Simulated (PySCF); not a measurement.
Compound: C5H7N.
Atom-mapped SMILES: `[H]/[N:6]=[CH:5]/[C:3]([CH:2]=[CH2:1])=[CH2:4]` (hydrogens: H7, H8 on C1; H9 on C2; H10, H11 on C4; H12 on C5; H13 on N6)

Structure used (PBE0-D3(BJ)/def2-SVP), in Å, numbered top down from 1:
```xyz
13
C5H7N angstrom
C      2.0368    0.6434   -0.9284
C      1.2076   -0.3496   -0.5793
C     -0.1565   -0.2405   -0.0538
C     -0.8672   -1.3438    0.2470
C     -0.7675    1.0970    0.1505
N     -1.9469    1.2374    0.6014
H      3.0362    0.4228   -1.3100
H      1.7694    1.7000   -0.8539
H      1.5662   -1.3792   -0.6906
H     -1.8825   -1.2458    0.6376
H     -0.4476   -2.3432    0.1084
H     -0.1299    1.9585   -0.1144
H     -2.1856    2.2292    0.6709
```

Linear response at wB97X-D/def2-SVPD (PySCF, frozen core in the response, non-relativistic).

Static isotropic polarisability: 72.68 au (10.77 Å³), principal values 44.1, 76.0, 97.9 au.

**Question.** What is the polarisability at 1064 nm and at the sodium D line?

**Answer.** 73.75 au at 1064 nm (+1.5 %), 76.45 au at 589.3 nm (+5.2 %). The rise at 589.3 nm is 3.53 times that at 1064 nm; a pure ω² law gives 3.26. The lowest singlet lies at 267 nm, shorter than both wavelengths.

**Question.** What is the isotropic C6 coefficient between two such molecules, C6 = (3/π)∫α(iω)² dω?

**Answer.** 1898 au (Eh·bohr⁶) by a ten-point quadrature over imaginary frequencies, which is 1130 eV·Å⁶ or 109 J·nm⁶/mol.

**Question.** Which effective excitation energy ω̄ makes London's formula C6 = (3/4)α²ω̄ exact here?

**Answer.** ω̄ = 4·C6/(3α²) = 0.479 Eh = 13.0 eV. A one-pole form α(ω) = α/(1 − ω²/ω̄²) fitted to the 1064 nm value gives 9.7 eV.

**Question.** The lowest 6 singlets have (eV, f): 4.64, 0.001; 5.04, 0.182; 6.13, 0.352; 6.64, 0.219; 6.73, 0.000; 7.07, 0.007. What share of the static polarisability do they carry in the sum over states α = Σ f/ω²?

**Answer.** 16.05 au, 22.1 % of α; the largest term, 6.93 au, is that of the state at 6.13 eV. Their oscillator strengths add up to 0.76. Higher states carry the rest.

**Question.** What molar refraction at the D line follows from R = (4π/3)·N_A·α′, with α′ the polarisability volume?

**Answer.** α′ = 11.33 Å³ gives R = 28.58 cm³/mol, for isolated, non-vibrating species.

**Question.** How many electrons N does the Slater–Kirkwood formula C6 = (3/4)·√N·α^(3/2) need to give this C6?

**Answer.** N = (4·C6/3)²/α³ = 16.7; the species has 44 electrons in all.

**Question.** What three-body coefficient follows from the one-pole estimate C9 = (3/4)·α·C6?

**Answer.** 103000 au. This is an estimate from the two numbers above, not a computed integral.

**Question.** What n − 1 at the D line would an ideal gas of it have at 273.15 K and 1 atm (2.6868 × 10¹⁹ cm⁻³), by n − 1 = 2π·N·α′?

**Answer.** 19.13 × 10⁻⁴, a formal value whether or not that pressure can be reached.

One conformer stands for the species.

wB97X-D is run here without its empirical dispersion term; that term would change no orbital, density or response property at a fixed geometry.
